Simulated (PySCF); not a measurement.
# C2H6P2: the cost of one run

Computed with PySCF 2.14.0, with density-fitted response routines of our own, on a single molecule in the gas phase. Atoms are numbered from 0 throughout.

### Step 1. The molecule as given

10 atoms, charge 0, multiplicity 1; geometry from: GFN2-xTB.

Bonds of the start (Å): P0–P1 2.17, P1–C2 1.85, C2–C3 1.49, C3–P1 1.85, P0–H4 1.39, P0–H5 1.39, C2–H6 1.08, C2–H7 1.08, C3–H8 1.08, C3–H9 1.08.

### Step 2. Excited states and response: B3LYP/def2-SVPD

What the job is given:

```
{"job": {"kind": "uv", "xc": "B3LYP", "basis": "def2-SVPD", "nstates": 8, "ntriplets": 3}, "charge": 0, "multiplicity": 1}
P      1.814643     0.511107     0.347582
P      0.247203    -0.101835    -1.024927
C     -1.198531     0.477516    -0.028906
C     -0.841415    -0.955765     0.201737
H      2.744516    -0.390549    -0.166772
H      2.271696     1.531193    -0.485097
H     -1.008068     1.185711     0.767268
H     -2.103291     0.680435    -0.586428
H     -0.409315    -1.227964     1.156227
H     -1.508555    -1.705195    -0.203213
```

Method: TDDFT B3LYP/def2-SVPD, vertical, gas phase, core orbitals frozen in the response.

Launch:

```
> OMP_NUM_THREADS=1 python probes_run.py task.json out
```

The driver reads the jobs from task.json and runs them one after another.

**Question.** How long does this job take on 1 thread of Arm Neoverse V1, shared host, and how much memory does it need?

About 12 s, with a peak of 0.54 GiB.
